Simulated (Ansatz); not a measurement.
# CP (doublet): wave-function methods side by side, 6-31G

How much of the correlation energy of CP (doublet) does each wave-function method recover here?

Computed with Ansatz 0.2.0, Gaussian basis. Level: 6-31G, core rule «outside noble gas», up to 6 orbitals frozen.

To be run: UHF; CCSD(T) on ROHF; CCSD(T) on UHF; BCCD(T) on ROHF; CISD as a restricted active space (open shells left free, so some higher excitations enter); CCSDT(Q) on ROHF; CCSDT(Q) on UHF; CISDTQ; CCSDTQ on ROHF; CCSDTQ on UHF; CASSCF and MRCISD+Q, 9 electrons in 8 orbitals; CASSCF and NEVPT2, 9 electrons in 8 orbitals; Full CI.

12 further runs of the same task are left out: 5 that didn't finish, 7 set aside as unsound or not needed. Runs told in other sessions of the task aren't counted.

**1. The system**

The geometry is a PBE0/def2-TZVP stationary point (not a proven minimum).

2 atoms, charge 0, spin multiplicity 2.

Atoms are counted from 1 here; the program's logs count them from 0.

Bond lengths: C1–P2 1.550 Å.

**2. UHF**

Input file in.yaml:

```yaml
crystal:
  periodic: [false, false, false]
  atoms:
    - {symbol: C, position_ang: [0.000000, 0.000000, 0.000000]}
    - {symbol: P, position_ang: [0.000000, 0.000000, 1.549700]}
basis:
  gaussian: {orbitals: 6-31G}
magnetization: {spin_polarized: true, initial_magnetization: 1}
hamiltonian: {xc: hf}
output: {orbitals: {seedname: orbitals}}
```

Started as:

```sh
$ ansatz run in.yaml --threads 1 --pin off --events-out ev --progress --plain --max-ram 2393MiB
```

Further steps of the session: CCSD(T) on ROHF; CCSD(T) on UHF; BCCD(T) on ROHF; CISD as a restricted active space (open shells left free, so some higher excitations enter); CCSDT(Q) on ROHF; CCSDT(Q) on UHF; CISDTQ; CCSDTQ on ROHF; CCSDTQ on UHF; CASSCF and MRCISD+Q, 9 electrons in 8 orbitals; CASSCF and NEVPT2, 9 electrons in 8 orbitals; Full CI.

**Question.** What will the summary of the whole plan be? Wanted: FCI from the RHF energy; RMP2 from FCI; UMP2 from FCI; RCCSD from FCI; RCCSD(T) from FCI; UCCSD(T) from FCI; RCCSDT(Q) from FCI; UCCSDT(Q) from FCI; NEVPT2 valence from FCI.

As calculated:

| quantity | value |
| --- | --- |
| FCI from the ROHF energy | -4.8751 eV |
| RMP2 from FCI | +485.5 meV |
| UMP2 from FCI | +1523.0 meV |
| RCCSD from FCI | +256.4 meV |
| RCCSD(T) from FCI | +64.6 meV |
| UCCSD(T) from FCI | +95.6 meV |
| RCCSDT(Q) from FCI | +1.5 meV |
| UCCSDT(Q) from FCI | +15.7 meV |
| NEVPT2 valence from FCI | +316.4 meV |
| MRCISD+Q valence from FCI | +11.5 meV |
| levels within 1 kcal/mol (43 meV) | CISDTQ, RCCSDT(Q), UCCSDT(Q), RCCSDTQ, UCCSDTQ, MRCISD valence, MRCISD+Q valence |
| T1 diagnostic | 0.041 |
| effectively unpaired electrons | 1.24 |

RCCSD(T) lands +64.6 meV from the yardstick (1.3 % of the correlation energy). CCSD(T) misses by +64.6 meV on the restricted determinant and by +95.6 meV on the unrestricted one; the two need not hold the same state or core. The occupations show static correlation (1.24 effectively unpaired electrons where one determinant has 1). Of the multireference levels listed MRCISD+Q valence comes nearest in total energy (+11.5 meV), which doesn't show that its space is the better one. These misses are within one basis, not against nature; the frozen cores of restricted and unrestricted runs differ, which can shift their rows.

Levels on UHF freeze UHF's core orbitals, full CI those of ROHF, so the U rows can settle a little off it for that reason alone.

With open shells the CI space here admits some higher excitations, so it is larger than plain CISD.
